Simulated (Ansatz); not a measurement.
Z-matrix (Å, degrees):
```
C
O 1 1.414
H 1 1.096 2 110.7
H 1 1.093 2 111.2 3 -121.7
H 1 1.089 2 106.8 3 118.9
C 2 1.365 1 114.2 3 56.6
C 6 1.508 2 107.6 1 -172.7
F 6 1.383 2 110.6 1 68.3
H 6 1.100 2 112.3 1 -49.4
F 7 1.374 6 109.6 2 174.8
H 7 1.093 6 109.5 2 -65.5
H 7 1.093 6 109.5 2 55.2
```

The species carries charge 0 and has multiplicity 1.

List the PBE/def2-TZVPP orbital energies in eV (Ansatz). (An estimate is asked.)

The calculation gave: Occupied: -659.86, -659.82, -511.20, -272.38, -271.05, -270.40, -30.34, -29.95, -26.80, -19.39, -17.17, -15.55, -13.41, -13.31, -12.79, -11.96, -11.68, -10.93, -10.57, -9.49, -9.26, -8.34, -8.18, -7.64, -6.99. Lowest empty: 0.50, 0.75, 1.22, 1.64, 1.71, 2.38, 2.48, 2.77.
